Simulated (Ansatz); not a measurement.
A calculation with Ansatz (development build ahead of 0.2.0).

```yaml
crystal:
  periodic: [false, false, false]
  atoms:
    - { symbol: B, position_ang: [0.0, 0.0, 0.0] }
    - { symbol: B, position_ang: [0.0, 0.0, 1.81] }
basis:
  gaussian: { orbitals: def2-SVP }
magnetization:
  spin_polarized: true
  initial_magnetization: 2
hamiltonian:
  xc: hf
correlation:
  method: mp2
  frozen_orbitals: { B: 1 }
output:
  forces: true
```

The input is written out in the form of the current development build from the run's settings.

The run gave:

```yaml
Converged: yes
Reference_energy: -49.07318 hartree
Correlation_energy: -0.07490 hartree
Total_energy: -49.14808 hartree
Spin_squared_of_the_determinant: 2.681
Stability_test: minimum
```

Forces (eV/Å):
```
atom     Fx     Fy      Fz
  B1  0.000  0.000   2.303
  B2  0.000  0.000  -2.303
```

Caution: the unrestricted determinant is spin contaminated; forces differ strongly between restricted and unrestricted references.
